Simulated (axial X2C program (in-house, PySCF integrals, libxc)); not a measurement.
Photoelectron levels of SiS by EOM-IP-CCSD

Computed with an in-house all-electron X2C program for linear molecules (integrals from PySCF): two-component X2C with atomic mean-field Coulomb and Gaunt terms, Gaussian nuclei, basis S dyall-av3z, Si dyall-v3z with contracted cores.

R = 2.114 Å (1.090 times 1.939 Å, the PBE0 minimum at charge 0 for the lowest determinant).

Vertical ionisation energies of SiS to the states of SiS⁺:

```tsv
Ω of SiS⁺	vertical IE (eV)	above lowest (cm⁻¹)	ionised spinor	one-hole weight
3/2	9.946	0	76% S pπ, 17% Si pπ	0.93
1/2	9.986	320	77% S pπ, 16% Si pπ	0.93
1/2	10.493	4411	41% S pσ, 40% Si pσ, 12% Si sσ	0.94
1/2	14.475	36525	47% Si sσ, 33% S pσ, 11% S sσ	0.74
```

(1) What is the splitting of the first π pair in the table, and is it regular or inverted?

This point took 5.3 s on 1 thread of Arm Neoverse V1, with other jobs on the host.

Reference electrons by ω block (each with its −ω partner): 1/2: 12, 3/2: 3. 10 electrons of SiS correlated (inner shells frozen), 94 natural virtual spinors (a truncated set); levels can be off by some tenths of an eV. Roots sought by Ω: (1/2: 4, 3/2: 3, 5/2: 1); rows need 60 % one-particle weight and stop where some Ω has no more roots. Missing are any skipped roots, higher Ω and states of a further excitation; these come out far too high here and may in truth be low or lowest. T1 of the reference 0.030 (Lee–Taylor). Number of frozen shells: S 2 s, 1 p; Si 2 s, 1 p. Large amplitudes in the reference (orbital relaxation or multireference character) lower the reliability.

Answers

(1) E(3/2) − E(1/2) = 0 − 320 = -320 cm⁻¹ at EOM-IP-CCSD: inverted, Ω = 3/2 lower. Splittings at this level can be off by ten to twenty per cent.
